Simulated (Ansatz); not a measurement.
C4H4F2 (`FC1=CCC1F`), relaxed with RKS PBE0-D4/def2-TZVP in the Gaussian-basis code of Ansatz from a PBE-D4/def2-SVP geometry. The force threshold is 0.005 eV/Å; the program also tests the step.

Total charge 0; spin multiplicity 1.

Start:

```xyz
10

F    -2.207   -0.871   -0.502
C    -0.999   -0.460   -0.133
C    -0.234   -0.658    0.961
C     0.892    0.206    0.401
C    -0.060    0.505   -0.808
F     0.415    0.159   -2.057
H    -0.376   -1.185    1.914
H     1.797   -0.345    0.072
H     1.192    1.089    1.005
H    -0.420    1.558   -0.853
```

```csv
step,energy (eV),largest force (eV/Å),largest move (Å)
1,-9638.9835,0.597,0.000
2,-9639.0292,0.185,0.023
3,-9639.0335,0.056,0.017
4,-9639.0338,0.020,0.004
5,-9639.0338,0.014,0.002
6,-9639.0338,0.009,0.003
7,-9639.0338,0.003,0.001
```

End:

```xyz
10

F    -2.186   -0.856   -0.494
C    -0.988   -0.450   -0.124
C    -0.233   -0.655    0.949
C     0.886    0.207    0.397
C    -0.062    0.507   -0.796
F     0.409    0.148   -2.034
H    -0.365   -1.182    1.884
H     1.777   -0.336    0.079
H     1.173    1.076    0.994
H    -0.411    1.542   -0.856
```

Hardware: 4 threads of an Arm Neoverse V2 on a shared host. Wall time 21 s, peak host memory 0.51 GiB.
